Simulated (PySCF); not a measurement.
**Exact mass, isotope pattern and composition**

Species: phenyl, `[c]1ccccc1`.

Calculated from isotope tables alone.

Question: What are the average molar mass and the monoisotopic mass?

Answer: For C6H5, with standard atomic weights, 6 × 12.011 + 5 × 1.008 = 77.106 g/mol. From the most abundant isotopes (12C, 1H), 6 × 12.000000 + 5 × 1.007825 = 77.0391 u.

Question: Give the isotope pattern of the singly charged cation M+, merging species of the same nominal mass.

Answer: 
```
nominal mass  m/z (centroid)  relative intensity
          77         77.0386               100.0
          78         78.0420                 6.5
          79         79.0453                 0.2
```

Lines under 0.1 % of the tallest are left out. One electron mass, 0.00055 u, is taken off.

Question: Count the protons, neutrons and electrons of the monoisotopic species, and give its exact less its nominal mass.

Answer: 41 protons, 36 neutrons and 41 electrons; 77.0391 − 77 = +0.0391 u.

Question: Resolve the fine structure: one atom at a time replaced by a minor isotope.

Answer: Intensity in % of the monoisotopic species:

| isotope | mass shift (u) | m/z | intensity (%) |
| --- | --- | --- | --- |
| 13C | +1.00335 | 78.0419 | 6.49 |
| 2H | +1.00628 | 78.0449 | 0.06 |

Species under 0.02 % are left out.

Question: What resolving power m/Δm just matches the spacing of the species with one 13C and with one 2H?

Answer: They lie 0.00292 u apart at mass 78.04, so m/Δm is about 27000.
